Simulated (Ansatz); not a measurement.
We consider 1T (CdI2-type) ZrSe2, described by PBE (Ansatz, a quantum-chemistry and plane-wave program, PAW).

Numerical settings: plane-wave cutoff 520 eV, 12×12×6 k mesh (along the axes of the cell as run), perturbation theory, scalar-relativistic PAW data made under PBE.

Computed at the level's own relaxed cell.

Harmonic phonon frequencies (cm⁻¹; i marks an imaginary mode; at Γ without the LO shift):

| q point | frequencies |
|---|---|
| Γ | 0 0 0 97 97 139 139 183 241 |
| M | 56 77 101 123 136 158 164 183 246 |
| K | 54 125 125 140 140 160 178 210 210 |
| A | 8 8 13 98 98 139 139 183 250 |

No imaginary mode appears at these points.

Note: the run warned that the k mesh is coarse for the response to a field; the cell comes from a level without a dispersion term, which matters for the spacing of layers, chains or molecules; the cell has widely spaced layers and the level no dispersion term, so their spacing and the moduli can rest on weak binding.
